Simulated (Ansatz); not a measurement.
The first iterations of a band of ClH + H6Si2 (10 atoms, charge 0, multiplicity 1).

Level of theory: RKS B3LYP-D4/def2-SVP (Ansatz).

| Item | Value |
| --- | --- |
| movable images | 7 |
| climbing image | yes |
| spring | 5.0 eV/Å² |
| optimiser | quadratic models (default) |
| start path | through a guess of the saddle point |
| force threshold | 0.03 eV/Å |
| iteration limit | 60 |
| end points | relaxed |

First end point:

```xyz
10
Properties=species:S:1:pos:R:3
Si 0.328 -0.072 0.060
Si 0.257 -0.021 2.418
H -0.883 -0.836 2.936
H 1.512 -0.596 2.989
H 0.106 1.373 2.925
H 1.750 -0.192 -0.383
H -0.244 1.172 -0.526
H -0.422 -1.254 -0.454
Cl -3.104 0.679 1.098
H -3.060 -0.254 1.990
```

Last end point:

```xyz
10
Properties=species:S:1:pos:R:3
Si -0.416 0.299 -0.705
Si -0.226 -0.350 3.283
H -0.584 -0.798 4.659
H 0.998 -1.073 2.832
H 0.039 1.116 3.286
H 0.616 0.716 0.281
H -0.059 0.805 -2.057
H -0.534 -1.182 -0.727
Cl -2.244 1.119 -0.151
H -1.348 -0.650 2.352
```

| iteration | highest image above the first end (eV) | largest band force component (eV/Å) |
| --- | --- | --- |
| 1 | 4.861 | 7.225 |
| 2 | 2.946 | 3.310 |
| 3 | 2.116 | 1.564 |
| 4 | 2.103 | 1.296 |
| 5 | 2.289 | 1.443 |
| 6 | 2.314 | 1.360 |
| 7 | 2.189 | 1.641 |
| 8 | 1.965 | 1.608 |
| 9 | 1.725 | 1.462 |
| 10 | 1.487 | 0.661 |

Task: Does the band converge within its limit, and where does its top end?

Result: It converged. It ended after 31 iterations with the highest image 1.795 eV above the first end. Neighbouring images differ by up to 1.5 eV, so the band resolves the path poorly. A vibrational analysis at the climbing image gives one clearly imaginary mode, 889i cm⁻¹: a first-order saddle point. The orbitals stay closed-shell, which can raise the energy where a bond breaks towards radicals; this wasn't checked here.

Run time: 2.4 min on 2 threads of AMD EPYC 9R45 96-Core Processor (Zen 5), with other jobs on the host, peak memory 0.21 GiB.
